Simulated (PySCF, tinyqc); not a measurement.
Inside a calculation (part 1 of 2). Method: RHF in the sto-3g basis, for HF, spin multiplicity 1. The lowest restricted solution is unstable here: a spin-polarised one lies 0.0439 hartree lower (PySCF). Computed by tinyqc, a small Python program that keeps every step (integrals from PySCF). Settings: charge = 0, multiplicity = 1, basis = sto-3g, energy threshold = 1e-10, iteration cap = 63, orthogonalisation = symmetric, start = atomic densities, DIIS depth = 0, damping = 0.7, method = RHF. Command: `OMP_NUM_THREADS=1 python tinyqc.py 20139 20140 out.jsonl` (the two numbers bound the seeds that draw the settings). One thread of a shared host (Intel(R) Xeon(R) Processor @ 2.60GHz), about 0.1 s of CPU time with the checks. Later iterations appear only in the table of the cycle.

## One-electron integrals

Geometry (angstrom):
```
atom         x         y         z
F     0.000000  0.000000  0.000000
H     0.000000  0.000000  1.452000
```

Basis sto-3g: exponents (1/bohr^2) and contraction coefficients of normalised primitives:
```
element  l (shell)    exponent  coefficient
F            s (1)  166.679130     0.154329
F            s (1)   30.360812     0.535328
F            s (1)    8.216821     0.444635
F            s (2)    6.464803    -0.099967
F            s (2)    1.502281     0.399513
F            s (2)    0.488588     0.700115
F            p (3)    6.464803     0.155916
F            p (3)    1.502281     0.607684
F            p (3)    0.488588     0.391957
H            s (1)    3.425251     0.154329
H            s (1)    0.623914     0.535328
H            s (1)    0.168855     0.444635
```

Overlap, kinetic and nuclear-attraction integrals over the contracted functions; the nuclear repulsion is the sum of Za Zb / Rab.

nuclear repulsion = 3.28002403 hartree

overlap S:
```
           1F 1s     1F 2s    1F 2px    1F 2py    1F 2pz     2H 1s
1F 1s   1.000000  0.237990  0.000000  0.000000  0.000000  0.014189
1F 2s   0.237990  1.000000  0.000000  0.000000  0.000000  0.178932
1F 2px  0.000000  0.000000  1.000000  0.000000  0.000000  0.000000
1F 2py  0.000000  0.000000  0.000000  1.000000  0.000000  0.000000
1F 2pz  0.000000  0.000000  0.000000  0.000000  1.000000  0.165219
2H 1s   0.014189  0.178932  0.000000  0.000000  0.165219  1.000000
```

kinetic energy T (hartree):
```
            1F 1s      1F 2s    1F 2px    1F 2py    1F 2pz      2H 1s
1F 1s   36.984577  -0.212858  0.000000  0.000000  0.000000  -0.004395
1F 2s   -0.212858   1.037995  0.000000  0.000000  0.000000  -0.011561
1F 2px   0.000000   0.000000  3.248015  0.000000  0.000000   0.000000
1F 2py   0.000000   0.000000  0.000000  3.248015  0.000000   0.000000
1F 2pz   0.000000   0.000000  0.000000  0.000000  3.248015   0.026519
2H 1s   -0.004395  -0.011561  0.000000  0.000000  0.026519   0.760032
```

nuclear attraction V (hartree):
```
             1F 1s       1F 2s      1F 2px      1F 2py      1F 2pz      2H 1s
1F 1s   -77.374027   -9.263543    0.000000    0.000000   -0.006005  -0.565601
1F 2s    -9.263543  -11.905621    0.000000    0.000000   -0.075088  -1.448432
1F 2px    0.000000    0.000000  -11.802056    0.000000    0.000000   0.000000
1F 2py    0.000000    0.000000    0.000000  -11.802056    0.000000   0.000000
1F 2pz   -0.006005   -0.075088    0.000000    0.000000  -11.835512  -1.119175
2H 1s    -0.565601   -1.448432    0.000000    0.000000   -1.119175  -4.490339
```

core Hamiltonian H = T + V (hartree):
```
             1F 1s       1F 2s     1F 2px     1F 2py     1F 2pz      2H 1s
1F 1s   -40.389450   -9.476401   0.000000   0.000000  -0.006005  -0.569997
1F 2s    -9.476401  -10.867625   0.000000   0.000000  -0.075088  -1.459993
1F 2px    0.000000    0.000000  -8.554042   0.000000   0.000000   0.000000
1F 2py    0.000000    0.000000   0.000000  -8.554042   0.000000   0.000000
1F 2pz   -0.006005   -0.075088   0.000000   0.000000  -8.587498  -1.092656
2H 1s    -0.569997   -1.459993   0.000000   0.000000  -1.092656  -3.730307
```

## Two-electron integrals

Functions are numbered as in S; the eight-fold symmetry (ij|kl) = (ji|kl) = (kl|ij) leaves the list below.

Two-electron integrals (ij|kl) in chemists' order, unique and non-zero (hartree):
```
(11|11) 5.403501   (21|11) 0.841920   (21|21) 0.156299   (22|11) 1.268028
(22|21) 0.292344   (22|22) 0.926167   (31|31) 0.027998   (32|31) 0.043169
(32|32) 0.204588   (33|11) 1.264502   (33|21) 0.292403   (33|22) 0.925959
(33|33) 0.997514   (41|41) 0.027998   (42|41) 0.043169   (42|42) 0.204588
(43|43) 0.053770   (44|11) 1.264502   (44|21) 0.292403   (44|22) 0.925959
(44|33) 0.889973   (44|44) 0.997514   (51|51) 0.027998   (52|51) 0.043169
(52|52) 0.204588   (53|53) 0.053770   (54|54) 0.053770   (55|11) 1.264502
(55|21) 0.292403   (55|22) 0.925959   (55|33) 0.889973   (55|44) 0.889973
(55|55) 0.997514   (61|11) 0.050791   (61|21) 0.009357   (61|22) 0.017416
(61|33) 0.017393   (61|44) 0.017393   (61|51) 0.000350   (61|52) 0.000665
(61|55) 0.017463   (61|61) 0.000565   (62|11) 0.148756   (62|21) 0.034843
(62|22) 0.125832   (62|33) 0.123983   (62|44) 0.123983   (62|51) 0.002305
(62|52) 0.019353   (62|55) 0.129402   (62|61) 0.002116   (62|62) 0.022472
(63|31) 0.003398   (63|32) 0.021127   (63|53) 0.003913   (63|63) 0.003133
(64|41) 0.003398   (64|42) 0.021127   (64|54) 0.003913   (64|64) 0.003133
(65|11) 0.110141   (65|21) 0.026105   (65|22) 0.101161   (65|33) 0.097150
(65|44) 0.097150   (65|51) 0.004848   (65|52) 0.035296   (65|55) 0.109069
(65|61) 0.001637   (65|62) 0.022311   (65|65) 0.025182   (66|11) 0.362579
(66|21) 0.086255   (66|22) 0.360103   (66|33) 0.350859   (66|44) 0.350859
(66|51) 0.005773   (66|52) 0.069757   (66|55) 0.378400   (66|61) 0.005243
(66|62) 0.089404   (66|65) 0.104666   (66|66) 0.774606
```

## Orthogonalisation

S = U s U^T; symmetric (Loewdin) form X = U s^(-1/2) U^T, so that X^T S X = 1.

eigenvalues of S: 0.689865  0.868725  1.000000  1.000000  1.117093  1.324317

X:
```
            1F 1s      1F 2s    1F 2px    1F 2py     1F 2pz      2H 1s
1F 1s    1.022386  -0.125033  0.000000  0.000000  -0.001457   0.009782
1F 2s   -0.125033   1.035410  0.000000  0.000000   0.011910  -0.095082
1F 2px   0.000000   0.000000  1.000000  0.000000   0.000000   0.000000
1F 2py   0.000000   0.000000  0.000000  1.000000   0.000000   0.000000
1F 2pz  -0.001457   0.011910  0.000000  0.000000   1.010707  -0.085857
2H 1s    0.009782  -0.095082  0.000000  0.000000  -0.085857   1.023481
```

## Starting guess

The start is atomic minimal-basis densities projected into this basis (PySCF's MINAO start) and scaled to the electron count of each spin; this density is not idempotent, so its energy is not variational and may lie below the converged one.

D at the start:
```
            1F 1s      1F 2s    1F 2px    1F 2py     1F 2pz      2H 1s
1F 1s    2.157778  -0.509740  0.000000  0.000000   0.006776  -0.014298
1F 2s   -0.509740   2.142318  0.000000  0.000000  -0.035664   0.059027
1F 2px   0.000000   0.000000  1.636939  0.000000   0.000000   0.000000
1F 2py   0.000000   0.000000  0.000000  1.636939   0.000000   0.000000
1F 2pz   0.006776  -0.035664  0.000000  0.000000   1.582330   0.168438
2H 1s   -0.014298   0.059027  0.000000  0.000000   0.168438   1.009946
```

## Iteration 1: building the Fock matrix

J_ij = sum D_kl (ij|kl), K_ij = sum D_kl (ik|jl); F = H + J - 0.5 K; E = tr D H + tr D J / 2 - 0.25 tr D K + E_nn.

Coulomb J (hartree):
```
            1F 1s     1F 2s    1F 2px    1F 2py    1F 2pz     2H 1s
1F 1s   20.077839  3.803350  0.000000  0.000000  0.005026  0.227980
1F 2s    3.803350  9.330999  0.000000  0.000000  0.070599  1.264747
1F 2px   0.000000  0.000000  9.313262  0.000000  0.000000  0.000000
1F 2py   0.000000  0.000000  0.000000  9.313262  0.000000  0.000000
1F 2pz   0.005026  0.070599  0.000000  0.000000  9.339857  1.032732
2H 1s    0.227980  1.264747  0.000000  0.000000  1.032732  4.036385
```

exchange K (hartree):
```
            1F 1s     1F 2s    1F 2px    1F 2py    1F 2pz     2H 1s
1F 1s   11.272380  1.930030  0.000000  0.000000  0.002202  0.128745
1F 2s    1.930030  3.059958  0.000000  0.000000  0.018936  0.511143
1F 2px   0.000000  0.000000  2.267544  0.000000  0.000000  0.000000
1F 2py   0.000000  0.000000  0.000000  2.267544  0.000000  0.000000
1F 2pz   0.002202  0.018936  0.000000  0.000000  2.275331  0.399387
2H 1s    0.128745  0.511143  0.000000  0.000000  0.399387  0.923713
```

Fock matrix F (hartree):
```
             1F 1s      1F 2s     1F 2px     1F 2py     1F 2pz      2H 1s
1F 1s   -25.947801  -6.638066   0.000000   0.000000  -0.002080  -0.406389
1F 2s    -6.638066  -3.066606   0.000000   0.000000  -0.013958  -0.450817
1F 2px    0.000000   0.000000  -0.374552   0.000000   0.000000   0.000000
1F 2py    0.000000   0.000000   0.000000  -0.374552   0.000000   0.000000
1F 2pz   -0.002080  -0.013958   0.000000   0.000000  -0.385306  -0.259618
2H 1s    -0.406389  -0.450817   0.000000   0.000000  -0.259618  -0.155779
```

total energy of this density = -99.00246908 hartree

This density is the starting one; it is not idempotent, so its energy is not variational and may lie below the converged one.

## Iteration 1: diagonalisation and new density

Diagonalise F' = X^T F X, C = X C', fill 5 alpha and 5 beta electrons from the bottom; D = 2 C_occ C_occ^T; the new density keeps 0.7 of the old one (damping). Each column has its largest component positive (the first on a tie).

F' = X^T F X (hartree):
```
            1          2          3          4          5          6
1  -25.480398  -3.386625   0.000000   0.000000  -0.010317  -0.010703
2   -3.386625  -1.896655   0.000000   0.000000   0.018483  -0.230440
3    0.000000   0.000000  -0.374552   0.000000   0.000000   0.000000
4    0.000000   0.000000   0.000000  -0.374552   0.000000   0.000000
5   -0.010317   0.018483   0.000000   0.000000  -0.349462  -0.228092
6   -0.010703  -0.230440   0.000000   0.000000  -0.228092  -0.058872
```

orbital energies (hartree): MO1 -25.957155, MO2 -1.457004, MO3 -0.466447, MO4 -0.374552, MO5 -0.374552, MO6 0.095219

coefficients C:
```
              MO1        MO2        MO3        MO4       MO5        MO6
1F 1s    0.994989  -0.261457   0.025575   0.000000  0.000000   0.044565
1F 2s    0.020367   1.013456  -0.124076   0.000000  0.000000  -0.232348
1F 2px   0.000000   0.000000   0.000000   0.961131  0.276091   0.000000
1F 2py   0.000000   0.000000   0.000000  -0.276091  0.961131   0.000000
1F 2pz   0.000392   0.013939   0.859344   0.000000  0.000000  -0.538868
2H 1s   -0.001903   0.070768   0.391154   0.000000  0.000000   0.951844
```

D after iteration 1:
```
            1F 1s      1F 2s    1F 2px    1F 2py     1F 2pz      2H 1s
1F 1s    2.145855  -0.505549  0.000000  0.000000   0.015977  -0.016244
1F 2s   -0.505549   2.125365  0.000000  0.000000  -0.080459   0.055208
1F 2px   0.000000   0.000000  1.745857  0.000000   0.000000   0.000000
1F 2py   0.000000   0.000000  0.000000  1.745857   0.000000   0.000000
1F 2pz   0.015977  -0.080459  0.000000  0.000000   1.550831   0.320179
2H 1s   -0.016244   0.055208  0.000000  0.000000   0.320179   0.801770
```

Within a degenerate level the vectors are fixed only up to a rotation; this is one choice.

## Iteration 2: building the Fock matrix

As before.

Coulomb J (hartree):
```
            1F 1s     1F 2s    1F 2px    1F 2py    1F 2pz     2H 1s
1F 1s   20.191211  3.833815  0.000000  0.000000  0.001924  0.229730
1F 2s    3.833815  9.429877  0.000000  0.000000  0.049104  1.270353
1F 2px   0.000000  0.000000  9.417915  0.000000  0.000000  0.000000
1F 2py   0.000000  0.000000  0.000000  9.417915  0.000000  0.000000
1F 2pz   0.001924  0.049104  0.000000  0.000000  9.427252  1.030254
2H 1s    0.229730  1.270353  0.000000  0.000000  1.030254  3.954855
```

exchange K (hartree):
```
            1F 1s      1F 2s    1F 2px    1F 2py     1F 2pz     2H 1s
1F 1s   11.217300   1.928553  0.000000  0.000000   0.001790  0.127532
1F 2s    1.928553   3.083064  0.000000  0.000000  -0.008788  0.501181
1F 2px   0.000000   0.000000  2.377275  0.000000   0.000000  0.000000
1F 2py   0.000000   0.000000  0.000000  2.377275   0.000000  0.000000
1F 2pz   0.001790  -0.008788  0.000000  0.000000   2.279753  0.428397
2H 1s    0.127532   0.501181  0.000000  0.000000   0.428397  0.791071
```

Fock matrix F (hartree):
```
             1F 1s      1F 2s     1F 2px     1F 2py     1F 2pz      2H 1s
1F 1s   -25.806889  -6.606862   0.000000   0.000000  -0.004976  -0.404033
1F 2s    -6.606862  -2.979280   0.000000   0.000000  -0.021591  -0.440231
1F 2px    0.000000   0.000000  -0.324764   0.000000   0.000000   0.000000
1F 2py    0.000000   0.000000   0.000000  -0.324764   0.000000   0.000000
1F 2pz   -0.004976  -0.021591   0.000000   0.000000  -0.300122  -0.276601
2H 1s    -0.404033  -0.440231   0.000000   0.000000  -0.276601  -0.170988
```

total energy of this density = -98.80442837 hartree

This density is a damped mixture and is not idempotent, and it still holds part of the atomic start, so its energy may lie below the converged one.

## Iteration 2: diagonalisation and new density

As before.

F' = X^T F X (hartree):
```
            1          2          3          4          5          6
1  -25.339692  -3.382427   0.000000   0.000000  -0.012674  -0.010156
2   -3.382427  -1.811207   0.000000   0.000000   0.013493  -0.225809
3    0.000000   0.000000  -0.324764   0.000000   0.000000   0.000000
4    0.000000   0.000000   0.000000  -0.324764   0.000000   0.000000
5   -0.012674   0.013493   0.000000   0.000000  -0.259793  -0.251012
6   -0.010156  -0.225809   0.000000   0.000000  -0.251012  -0.072579
```

orbital energies (hartree): MO1 -25.816364, MO2 -1.373280, MO3 -0.420766, MO4 -0.324764, MO5 -0.324764, MO6 0.127140

coefficients C:
```
              MO1        MO2        MO3        MO4       MO5        MO6
1F 1s    0.994950  -0.260995   0.033479   0.000000  0.000000   0.042889
1F 2s    0.020524   1.010472  -0.160764   0.000000  0.000000  -0.222638
1F 2px   0.000000   0.000000   0.000000  -0.292554  0.956249   0.000000
1F 2py   0.000000   0.000000   0.000000   0.956249  0.292554   0.000000
1F 2pz   0.000518   0.022869   0.801265   0.000000  0.000000  -0.621688
2H 1s   -0.001961   0.080942   0.482767   0.000000  0.000000   0.907965
```

D after iteration 2:
```
            1F 1s      1F 2s    1F 2px    1F 2py     1F 2pz      2H 1s
1F 1s    2.137597  -0.503098  0.000000  0.000000   0.024007  -0.015520
1F 2s   -0.503098   2.116148  0.000000  0.000000  -0.119739   0.041128
1F 2px   0.000000   0.000000  1.822100  0.000000   0.000000   0.000000
1F 2py   0.000000   0.000000  0.000000  1.822100   0.000000   0.000000
1F 2pz   0.024007  -0.119739  0.000000  0.000000   1.471111   0.457330
2H 1s   -0.015520   0.041128  0.000000  0.000000   0.457330   0.705011
```

Within a degenerate level the vectors are fixed only up to a rotation; this is one choice.

## Iteration 3: building the Fock matrix

As before.

Coulomb J (hartree):
```
            1F 1s     1F 2s    1F 2px    1F 2py     1F 2pz     2H 1s
1F 1s   20.222055  3.844058  0.000000  0.000000  -0.000310  0.230292
1F 2s    3.844058  9.469068  0.000000  0.000000   0.036113  1.272081
1F 2px   0.000000  0.000000  9.462564  0.000000   0.000000  0.000000
1F 2py   0.000000  0.000000  0.000000  9.462564   0.000000  0.000000
1F 2pz  -0.000310  0.036113  0.000000  0.000000   9.455581  1.028118
2H 1s    0.230292  1.272081  0.000000  0.000000   1.028118  3.918162
```

exchange K (hartree):
```
            1F 1s      1F 2s    1F 2px    1F 2py     1F 2pz     2H 1s
1F 1s   11.177252   1.925119  0.000000  0.000000   0.001592  0.126610
1F 2s    1.925119   3.089198  0.000000  0.000000  -0.031748  0.494615
1F 2px   0.000000   0.000000  2.451416  0.000000   0.000000  0.000000
1F 2py   0.000000   0.000000  0.000000  2.451416   0.000000  0.000000
1F 2pz   0.001592  -0.031748  0.000000  0.000000   2.233020  0.457768
2H 1s    0.126610   0.494615  0.000000  0.000000   0.457768  0.738863
```

Fock matrix F (hartree):
```
             1F 1s      1F 2s     1F 2px     1F 2py     1F 2pz      2H 1s
1F 1s   -25.756021  -6.594902   0.000000   0.000000  -0.007112  -0.403009
1F 2s    -6.594902  -2.943156   0.000000   0.000000  -0.023102  -0.435220
1F 2px    0.000000   0.000000  -0.317185   0.000000   0.000000   0.000000
1F 2py    0.000000   0.000000   0.000000  -0.317185   0.000000   0.000000
1F 2pz   -0.007112  -0.023102   0.000000   0.000000  -0.248427  -0.293422
2H 1s    -0.403009  -0.435220   0.000000   0.000000  -0.293422  -0.181577
```

total energy of this density = -98.67138611 hartree

This density is a damped mixture and is not idempotent, and it still holds part of the atomic start, so its energy may lie below the converged one.

## Iteration 3: diagonalisation and new density

As before.

F' = X^T F X (hartree):
```
            1          2          3          4          5          6
1  -25.289002  -3.380766   0.000000   0.000000  -0.014943  -0.009860
2   -3.380766  -1.775824   0.000000   0.000000   0.014329  -0.223191
3    0.000000   0.000000  -0.317185   0.000000   0.000000   0.000000
4    0.000000   0.000000   0.000000  -0.317185   0.000000   0.000000
5   -0.014943   0.014329   0.000000   0.000000  -0.204179  -0.271905
6   -0.009860  -0.223191   0.000000   0.000000  -0.271905  -0.081001
```

orbital energies (hartree): MO1 -25.765512, MO2 -1.338645, MO3 -0.405145, MO4 -0.317185, MO5 -0.317185, MO6 0.159297

coefficients C:
```
              MO1        MO2        MO3        MO4       MO5        MO6
1F 1s    0.994944  -0.260730   0.037577   0.000000  0.000000   0.041209
1F 2s    0.020548   1.009070  -0.180534   0.000000  0.000000  -0.213664
1F 2px   0.000000   0.000000   0.000000  -0.233966  0.972245   0.000000
1F 2py   0.000000   0.000000   0.000000   0.972245  0.233966   0.000000
1F 2pz   0.000605   0.025362   0.757964   0.000000  0.000000  -0.673715
2H 1s   -0.001992   0.085713   0.541717   0.000000  0.000000   0.873621
```

D after iteration 3:
```
            1F 1s      1F 2s    1F 2px    1F 2py     1F 2pz      2H 1s
1F 1s    2.131901  -0.501829  0.000000  0.000000   0.030288  -0.013248
1F 2s   -0.501829   2.112045  0.000000  0.000000  -0.150557   0.021981
1F 2px   0.000000   0.000000  1.875470  0.000000   0.000000   0.000000
1F 2py   0.000000   0.000000  0.000000  1.875470   0.000000   0.000000
1F 2pz   0.030288  -0.150557  0.000000  0.000000   1.374870   0.567796
2H 1s   -0.013248   0.021981  0.000000  0.000000   0.567796   0.673992
```

Within a degenerate level the vectors are fixed only up to a rotation; this is one choice.
